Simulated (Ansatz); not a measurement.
**CH₂F₂ (singlet): from Hartree-Fock to the top rungs, cc-pVTZ**

An exercise on one series of results from a longer session: the logs are not shown, and one member is left open.

Method: cc-pVTZ, core rule «outside noble gas», up to 3 orbitals frozen; program: Ansatz 0.2.0, Gaussian basis.

Plan: UHF; CCSD(T) on RHF; CCSDT(Q) on RHF.

2 further runs of the same task are left out: 2 set aside as unsound or not needed.

## The geometry

The geometry is an MP2(full)/6-31G* stationary point (not a proven minimum).

5 atoms, charge 0, spin multiplicity 1.

Atoms are counted from 1 here; the program's logs count them from 0.

Bond lengths: C1–F2 1.364 Å, C1–F3 1.364 Å, C1–H4 1.091 Å, C1–H5 1.091 Å. Angles: F2–C1–F3 108.9°, F2–C1–H4 108.8°, F2–C1–H5 108.8°, F3–C1–H4 108.8°, F3–C1–H5 108.8°, H4–C1–H5 112.8°.

Geometry (Å):

```
C     0.0000    0.0000    0.5562
F     0.0000    1.1097   -0.2373
F     0.0000   -1.1097   -0.2373
H    -0.9084    0.0000    1.1600
H     0.9084    0.0000    1.1600
```

The first run:

File in.yaml:

```yaml
crystal:
  periodic: [false, false, false]
  atoms:
    - {symbol: C, position_ang: [0.000000, 0.000000, 0.556162]}
    - {symbol: F, position_ang: [0.000000, 1.109716, -0.237342]}
    - {symbol: F, position_ang: [0.000000, -1.109716, -0.237342]}
    - {symbol: H, position_ang: [-0.908369, 0.000000, 1.159958]}
    - {symbol: H, position_ang: [0.908369, 0.000000, 1.159958]}
basis:
  gaussian: {orbitals: cc-pVTZ}
magnetization: {spin_polarized: true, initial_magnetization: 0}
hamiltonian: {xc: hf}
output: {orbitals: {seedname: orbitals}}
```

Command:

```console
$ ansatz run in.yaml --threads 1 --pin off --events-out ev --progress --plain --max-ram 3328MiB --backend cpu
```

Steps of the session up to this table: UHF; CCSD(T) on RHF; CCSDT(Q) on RHF.

One table of the session follows, with a row left open; its other results are not shown here.

It belongs to the step «Misses and costs». 

```
   method  from RCCSDT(Q) (meV)
      RHF              +19216.0
     RMP2                +880.9
    RCCSD                +593.3
 RCCSD(T)                     ?
   RCCSDT                 +20.2
RCCSDT(Q)                     0
```

Estimate the missing values for RCCSD(T).

The run gave: from RCCSDT(Q) (meV): +27.0. In the column «from RCCSDT(Q) (meV)» it lies between RCCSDT (+20.2) and RCCSD (+593.3).

With the free atoms at the same levels and basis (separate runs), the atomisation energy is 18.450 eV at RCCSDT(Q), 18.450 eV at RCCSD(T), 13.380 eV at RHF.
